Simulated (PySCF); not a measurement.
An unknown is described by computed data only.

Elements present: H, P and Si. Monoisotopic mass: 93.9824 u.

* UV, first state: lowest singlet excitation: 6.04 eV (205 nm, f = 0.012) [TDDFT B3LYP/def2-SVPD]
* Triplet: lowest triplet excitation (Tamm–Dancoff): 5.38 eV [TDA B3LYP/def2-SVPD]
* Dipole: 0.58 D [B3LYP/def2-SVPD]
* XPS: Si2p3/2 106.8 (×2), P2p3/2 136.0, Si1s 1846.6 (×2), P1s 2149.5 eV [ΔSCF SCAN, pcX-2 on the ionised atom, pcseg-1 elsewhere, spin-free X2C, 2p3/2 from a spin–orbit splitting computed afterwards within the 2p shell]
* NMR, other nuclei: isotropic shieldings of nuclei other than C and H, by class: 402 (2 Si), 612 (1 P) ppm [GIAO CAM-B3LYP/pcSseg-2]
* Polarisability: 88.2 au [B3LYP/def2-SVPD]
* Rotational structure: rotational constants A, B, C: 8.123, 2.570, 2.079 GHz [PBE0-D3(BJ)/def2-SVP]

Gas-phase values; electronic properties from PySCF, density fitting. Levels stand in brackets. Geometry: PBE0-D3(BJ)/def2-SVP; no solvent, vibrations or thermal averaging. NMR classes are plain means over equivalent atoms (diastereotopic ones count apart unless rotation or inversion swaps them), as if these changed places fast.

Problem. Which formula fits the mass and the elements?

Solution. H7PSi2 (calculated 93.9824). No other formula that holds each of these elements comes within 0.0003 u with a fitting electron parity and a possible valence count.

Problem. Propose a structure and show how it fits.

Solution. Numbering: `[SiH3:1][PH:2][SiH3:3]`. The other shieldings belong to: 402 ppm, SiH3 silicon [Si1/Si3]; 612 ppm, three-coordinate phosphorus [P2]. The core levels belong to: Si2p3/2 106.8 eV, SiH3 silicon [Si1/Si3]; P2p3/2 136.0 eV, three-coordinate phosphorus [P2]; Si1s 1846.6 eV, SiH3 silicon [Si1/Si3]; P1s 2149.5 eV, three-coordinate phosphorus [P2]. By its constants the optimised geometry is an asymmetric top. Structure: `P([SiH3])[SiH3]`. Computed isomers that give other values at the same levels: `[SiH3][SiH2]P` (core binding energies: Si2p3/2 106.5, Si2p3/2 106.6, P2p3/2 136.3, Si1s 1846.2, Si1s 1846.3, P1s 2149.9 eV). The assignments are read from this structure; whether some other isomer fits the data as well wasn't checked.
